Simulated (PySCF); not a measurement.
Simulated outer-valence photoelectron spectrum of `F[C]F` (difluoromethylene) [singlet]. Computed with EOM-IP-CCSD/aug-cc-pVTZ in PySCF, restricted Hartree–Fock reference, 3 core orbitals frozen, non-relativistic, gas phase, PBE0-D3(BJ)/def2-SVP geometry.

Each root has a Gaussian of 0.6 eV full width with its one-hole share as area; cross sections and vibrations are left out, and the highest printed point is 100.

(ionisation energy (eV), intensity): (11.4, 0), (11.6, 3), (11.8, 16), (12.0, 53), (12.2, 92), (12.4, 88), (12.6, 45), (12.8, 12), (13.0, 2), (13.2, 0), (13.4, 0), (13.6, 0), (13.8, 0), (14.0, 0), (14.2, 0), (14.4, 0), (14.6, 0), (14.8, 0), (15.0, 0), (15.2, 0), (15.4, 0), (15.6, 0), (15.8, 1), (16.0, 9), (16.2, 36), (16.4, 80), (16.6, 100), (16.8, 85), (17.0, 86), (17.2, 100), (17.4, 78), (17.6, 34), (17.8, 8), (18.0, 1)

**Question.** Where are the maxima, and how many lines lie under the curve?

**Answer.** 3 maxima, at 12.3, 16.6 and 17.2 eV, from 3 lines.

**Question.** List the lines with their holes.

**Answer.** 
```
E (eV)  leading hole (HF orbital)  area  Koopmans (eV)
 12.28                       HOMO  0.96          12.96
 16.56                     HOMO-1  0.95          18.79
 17.23                     HOMO-2  0.95          19.16
```

The widest gap, 4.28 eV, lies between 12.28 and 16.56 eV. Only orbitals with −ε under 21 eV, eight at most, were ionised, so the high end of the curve may lack lines.
